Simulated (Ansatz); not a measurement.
# The standard entropy of BHF2 (SMILES FBF) from a frequency calculation

A singlet with charge 0, relaxed at MP2/cc-pVTZ, 3 core orbitals frozen (Ansatz 0.2.0):

```xyz
4

F     1.1590    0.4549   -0.3601
B    -0.0019   -0.0326    0.0265
F    -1.1004    0.5270   -0.4374
H    -0.0567   -0.9494    0.7710
```

Harmonic wavenumbers in cm⁻¹: 544, 954, 1126, 1187, 1458, 2764.

Masses in u: F 18.998, B 10.81, H 1.008. Take T = 298.15 K, p = 1 bar, R = 8.3145 J/(mol K), kT/hc = 207.22 cm⁻¹, rigid rotor and harmonic oscillator.

Question: Work out S° at 298 K.

Answer: 
1. Translation (Sackur–Tetrode): S = R[3/2 ln M + 5/2 ln T − 1.1517] with M = 49.814 gives 157.6 J/(mol K).
2. Rotation: principal moments 6.718, 48.597, 55.315 u Å² give A, B, C = 2.5094, 0.3469, 0.3048 cm⁻¹; the symmetry number is σ = 2; q = (√π/σ)√((kT/hc)³/ABC) = 5132; S = R(ln q + 3/2) = 83.5.
3. Vibration: with u = ν̃/207.22, each mode gives R[u/(eᵘ − 1) − ln(1 − e⁻ᵘ)]; the sum is 3.3, most from 544 cm⁻¹ (2.3), 954 cm⁻¹ (0.5), 1126 cm⁻¹ (0.2).
4. Electronic: R ln 1 = 0.0, from the spin multiplicity alone.
5. Sum: 157.6 + 83.5 + 3.3 + 0.0 = 244.4 J/(mol K).

No measured value is set beside it here.
